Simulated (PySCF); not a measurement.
Computed with PBE0-D4/def2-TZVP run with PySCF. Isolated molecules, 0 K electronic values unless said otherwise. One relaxed conformer stands for a flexible species; it need not be the lowest. 

Reference species (SMILES): `O[B][SiH3]` (H–O–B–Si torsion 180°) (neutral, multiplicity 2).

```yaml
highest_occupied_spin_orbital: -5.24 eV
```

Changed species: `[OH]` (radical fragment; the reference has radical fragment).

### Question
Give the shifts of the highest occupied spin orbital.

### Answer
the highest occupied spin orbital falls by 3.85 eV, to -9.09 eV.
